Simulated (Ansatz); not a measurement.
We consider 1T (CdI2-type) CdI₂, described by LC-ωPBE (PAW; Ansatz, an electronic-structure program).

Run with plane-wave cutoff 460 eV, 9×9×4 k mesh (along the axes of the cell as run), Fermi–Dirac smearing 0.01 eV, scalar-relativistic PAW data made under PBE.

Cell (measured lattice):

CdI2 has the trigonal space group P-3m1 (No. 164), the CdI2 type structure, Pearson symbol hP3. Conventional cell: a = b = 4.244 Å, c = 6.859 Å, α = β = 90.00°, γ = 120.00°. Cd on 1a sees 6 I at 2.988 Å (octahedral). I on 2d is surrounded by 3 Cd at 2.988 Å (trigonal pyramidal). (Neighbours: up to the widest gap in distance over summed covalent radii, below 1.35, at either atom; cation-cation and far metal-metal contacts left out.)

Problem. Predict the band gap.

Solution. 
- band gap = 8.07 eV (on the SCF k mesh)

Note: cell and atoms aren't relaxed at this level (pressure -0.5 GPa).

Spin–orbit coupling is not included; with these elements it can move the gap by several tenths of an eV or more.

Computed values are for the static lattice.
